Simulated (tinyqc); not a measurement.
A ladder of methods, and size consistency: correlation methods against full CI in the sto-6g basis, for HF, spin multiplicity 1. Computed by the program tinyqc with PySCF. All electrons correlated; +Q is the Davidson correction (1 - c0^2) E_corr. The last columns treat two copies 100 angstrom apart as one system. FCI is the lowest singlet.

Geometry (angstrom):

| atom | x | y | z |
|---|---|---|---|
| F | 0.0000 | 0.0000 | 0.0000 |
| H | 0.0000 | 0.0000 | 0.8870 |

RHF energy of one = -99.495235 hartree

Correlation energies (hartree):

| method | E_corr of one | share of FCI (%) | E_corr of two at 100 angstrom | two minus twice one (mhartree) |
|---|---|---|---|---|
| MP2 | -0.01613 | 67.882 | -0.03227 | 0.000 |
| CISD | -0.02377 | 100.000 | -0.04693 | 0.612 |
| CISD+Q | -0.02408 | 101.323 | -0.04812 | 0.049 |
| CCSD | -0.02377 | 100.000 | -0.04754 | 0.000 |
| CCSD(T) | -0.02377 | 100.000 | -0.04754 | 0.000 |
| FCI | -0.02377 | 100.000 | - | - |

What does the comparison show, and why?

MP2 recovers 68 %, CISD 100.0 % and CCSD 100.0 % of the FCI value (c0^2 = 0.987 in CISD). MP2 and coupled cluster are size consistent, so their last column vanishes; CISD loses 0.61 mhartree, since a double excitation on each copy is a quadruple of the pair, and the Davidson correction leaves +0.05. With two electrons, or one virtual orbital, CISD and CCSD are exact for one copy, so +Q overshoots there.
